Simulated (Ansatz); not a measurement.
System: hcp Be. Method: BLYP (Ansatz, a first-principles code, plane waves, PAW).

The run printed, among other lines:

```
Crystal: 2 atoms, lattice volume = 15.857 Å³
Basis set: ecut = 520 eV, 439 PW (Γ), exchange–correlation on 36×36×54 points (8 copies of the dense FFT grid, shifted against one another)
Bands: 6, of which v1, the nominal top of the filled ones, is band 2 counted from 1 (1 counted from 0)
Symmetry: 24 space group operations
Space group: P63/mmc (ITA 194), of the structure as read, at distance tolerance 2.5e-5 Å
k-points: 819 of 14400
Functional: x = b88, c = lyp
SCF iter   1: F=—  HF=-185.757957 eV  |F-HF|=—  |Δ(HF+E_count)|=         —  Δρ=3.43e-3  dr2=1.47e-3
SCF iter   2: F=—  HF=-185.757697 eV  |F-HF|=—  |Δ(HF+E_count)|=   2.61e-4  Δρ=2.20e-3  dr2=6.17e-4
  ...
SCF iter   5: F=—  HF=-185.757673 eV  |F-HF|=—  |Δ(HF+E_count)|=   1.38e-8  Δρ=3.56e-6  dr2=9.83e-10
SCF iter   6: F=-185.757673 eV  HF=-185.757673 eV  |F-HF|=1.71e-12  |Δ(HF+E_count)|=   2.29e-9  Δρ=8.48e-8  dr2=3.53e-13
SCF 1 converged in 6 iterations: F = -185.757673 eV  dr2 = 3.53e-13
SCF converged after 6 iterations
Free energy (F): -185.757673 eV
Internal energy: -185.757039 eV  (E = F + TS)
E sigma→0 (E₀):  -185.757356 eV
Fermi energy:    8.517433 eV
--- Forces (eV/Å), atoms counted from 1 ---
  atom   1  Be    -0.00000000     0.00000000     0.00000000
  atom   2  Be     0.00000000     0.00000000     0.00000000
--- Stress (GPa, compression-positive) ---
       -0.007430      -0.000000       0.000000
        0.000000      -0.007430       0.000000
        0.000000       0.000000       0.016058
  P = ⅓ Tr σ = 0.0004 GPa (0.004 kbar)
```

### Question
Write an input file that could have produced this run (the log leaves some choices open).

### Answer
This is not unique; one that fits is 
Ansatz 0.2 input:
```yaml
crystal:
  lattice:
    - [1.1353588298, -1.9664991781, 0.0]
    - [1.1353588298, 1.9664991781, 0.0]
    - [0.0, 0.0, 3.5511389907]
  atoms:
    - { symbol: Be, position: [0.3333333333, 0.6666666667, 0.25] }
    - { symbol: Be, position: [0.6666666667, 0.3333333333, 0.75] }
basis:
  ecutwfc: 520
  ecutrho_ratio: 4
  xc_grid: 2
kpoints:
  mp_grid: { grid: [30, 30, 16] }
hamiltonian:
  xc: blyp
  dispersion: none
  pseudopotentials: { kind: paw }
scf:
  occupations: { method: fermi_dirac, width: 0.05 }
  convergence: { dr2_threshold: 0.0000000002 }
output:
  forces: true
  stress: true
  eigenvalues: true
```

The PAW data were made under PBE.

It cost about 6 core-seconds (a rough figure) of CPU time.
